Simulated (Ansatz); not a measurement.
We consider rutile CrO2, described by BLYP (plane waves, PAW; Ansatz, a first-principles code).

Run with plane-wave cutoff 520 eV, 12×12×18 k mesh (along the axes of the cell as run), Fermi–Dirac smearing 0.05 eV, spin-polarised with parallel moments, scalar-relativistic PAW data made under PBE.

Shape and atoms are relaxed at each volume.

Pressure at four volumes; x = ln(V/9.898 Å³). One pressure is withheld.

```
V (Å³/atom)        x  P (GPa)
-----------  -------  -------
9.502        -0.0408     9.71
9.898         0.0000     0.00
10.096        0.0198    -4.02
10.294        0.0392        ?
```

Q: Pass a parabola P(x) through the three rows shown, estimate the bulk modulus and its pressure derivative near zero pressure, and predict the withheld pressure.

A: Slopes between the rows: (0.00 − (9.71))/(0.0000 − (-0.0408)) = -237.99 and (-4.02 − (0.00))/(0.0198 − (0.0000)) = -203.03 GPa. Their difference over the span 0.0606 is c = 34.96/0.0606 = 576.9 GPa, so P(x) = 9.71 + (-237.99)(x − (-0.0408)) + 576.9 (x − (-0.0408))(x − (0.0000)). At the middle row B = −dP/dx = −[-237.99 + 576.9 × 0.0408] = 214.5 GPa, and B′ = dB/dP = 2c/B = 5.4. At x = 0.0392 the parabola gives -7.52 GPa; the run gives -7.56 GPa. The Birch–Murnaghan fit to the energies at all volumes has B0 = 214 GPa and B′ = 5.2.

Measured, for comparison: bulk modulus 242 ± 2 GPa (temperature not stated, no zero-point or thermal correction, equation of state from high-pressure X-ray diffraction; as tabulated in Datta et al. (2023), arXiv:2307.04584). Computed (rounded) less measured: bulk modulus -12 %.

Note: the bulk modulus comes from volumes at which shape and atoms were relaxed.
